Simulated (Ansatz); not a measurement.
The same path of C$_{2}$H$_{3}$NO$_{2}$ (8 atoms, charge 0, multiplicity 1) was run twice with different band settings. Lost on the way: N1–H7. Made: O3–H7.

Theory: RKS PBE/def2-SVP in Ansatz.

Relaxed end points:

```xyz
8
Properties=species:S:1:pos:R:3
N -0.791 -0.811 0.433
C 0.289 -0.449 -0.308
O 0.993 -1.181 -0.996
C 0.586 1.059 -0.214
O -0.078 1.837 0.443
H -1.292 -0.090 0.956
H -1.100 -1.782 0.454
H 1.486 1.359 -0.824
```

```xyz
8
Properties=species:S:1:pos:R:3
N -1.118 -0.587 0.722
C -0.091 -0.355 -0.003
O 0.557 -1.316 -0.694
C 0.544 1.011 -0.193
O 0.097 2.000 0.350
H -1.424 0.310 1.141
H 0.079 -2.153 -0.511
H 1.447 1.033 -0.868
```

Common settings: movable images 5; climbing image yes; spring 5.0 eV/Å²; optimiser quadratic models (default); force threshold 0.05 eV/Å; iteration limit 60; end points relaxed.

| run | start path |
| --- | --- |
| 1 | through a guess of the saddle point |
| 2 | straight line |

**Question.** What does each run give, and how far can it be trusted?

**Answer.** Run 1: converged after 9 iterations, highest image 1.915 eV above the first end. A vibrational analysis at the climbing image gives one clearly imaginary mode, 1750i cm⁻¹: a first-order saddle point.
Run 2: converged after 10 iterations, highest image 1.915 eV above the first end. Another band between the same ends (5 images) ends at a top of the same energy, where a vibrational analysis finds 1 clearly imaginary mode.
The orbitals stay closed-shell, which can raise the energy where a bond breaks towards radicals; this wasn't checked here.
